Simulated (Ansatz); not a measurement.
System: bcc Ta. Method: PBEsol in Ansatz (PAW).

Numerical settings: plane-wave cutoff 500 eV, 4×4×4 k mesh, Fermi–Dirac smearing 0.1 eV, cell of 54 sites, scalar-relativistic PAW data made under PBE.

**Question.** Give the computed vacancy formation energy and vacancy formation energy before relaxation.

**Answer.** 
- vacancy formation energy = 3.17 eV
- vacancy formation energy before relaxation = 3.64 eV

Measured, for comparison: vacancy formation energy 2.9 ± 0.4 eV (not corrected to a static lattice, monovacancy, our sources range from 2.65 to 3.00; as tabulated in Mehl and Papaconstantopoulos (1996), arXiv:mtrl-th/9602003). Computed (rounded) less measured: vacancy formation energy not scored (sources differ).

Note: energies are extrapolated to zero smearing, and mesh and cell size move such values by some hundredths of an eV or more.

Spin–orbit coupling is not included.

Computed values are for the static lattice.

Ansatz is a quantum-chemistry and plane-wave program.
